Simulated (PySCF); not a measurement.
Ionisation energy of B by level of theory

B [He] 2s2 2p1 (2P) → B⁺ [He] 2s2 (1S), as a difference of total energies. All numbers are calculated (PySCF 2.14, no relativity, point nucleus, in aug-cc-pVDZ (4s3p2d, 23 functions)). Correlated levels: valence: 1s2 frozen. The calculations carry no spin-orbit coupling.

```
           method  ionisation energy (eV)  error (eV)
              UHF                   8.043      -0.254
             MN15                   8.222      -0.075
            B3LYP                   8.764      +0.467
    MP2 (valence)                   8.163      -0.134
SCS-MP2 (valence)                   8.127      -0.170
   CCSD (valence)                   8.068      -0.229
CCSD(T) (valence)                   8.093      -0.204
```

Reference: 8.297 eV (measured; NIST levels, between the centres of gravity of the two terms).

Errors of the correlated levels include the incompleteness of this basis and the frozen core.

The coupled-cluster amplitudes are large for B⁺ (T1 above 0.03 or a double amplitude above 0.15), so a single reference is strained.
